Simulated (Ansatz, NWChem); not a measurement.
## S2 (sulfur dimer): the vertical energy of the singlet above the triplet from total energies

S2 has 2 atoms, charge 0, and is taken as a triplet. SMILES: `S=S`. Geometry: the measured bond length.

| atom | x (Å) | y (Å) | z (Å) |
| --- | --- | --- | --- |
| S | 0.0000 | 0.0000 | 0.0000 |
| S | 0.0000 | 0.0000 | 1.8892 |

Both states at this one shape; open shells run unrestricted unless said. 1 Eh = 27.2114 eV.

```tsv
level	program	triplet S2 (Eh)	singlet S2 (Eh)
U-r2SCAN/cc-pVTZ	Ansatz	-796.352457	-796.308132
UB2PLYP/cc-pVTZ, 10 core orbitals frozen	NWChem	-796.153616	-796.118956
UCCSD/cc-pVTZ, 10 core orbitals frozen	NWChem	-795.435799	-795.404514
```

Q: Work out the vertical gap, second state less first, at each level.

A: 
1. U-r2SCAN/cc-pVTZ: -796.308132 − (-796.352457) = 0.044325 Eh = 1.21 eV.
2. UB2PLYP/cc-pVTZ: -796.118956 − (-796.153616) = 0.034660 Eh = 0.94 eV.
3. UCCSD/cc-pVTZ: -795.404514 − (-795.435799) = 0.031285 Eh = 0.85 eV.

No measured value is set beside it here; the levels span 0.85 to 1.21 eV.
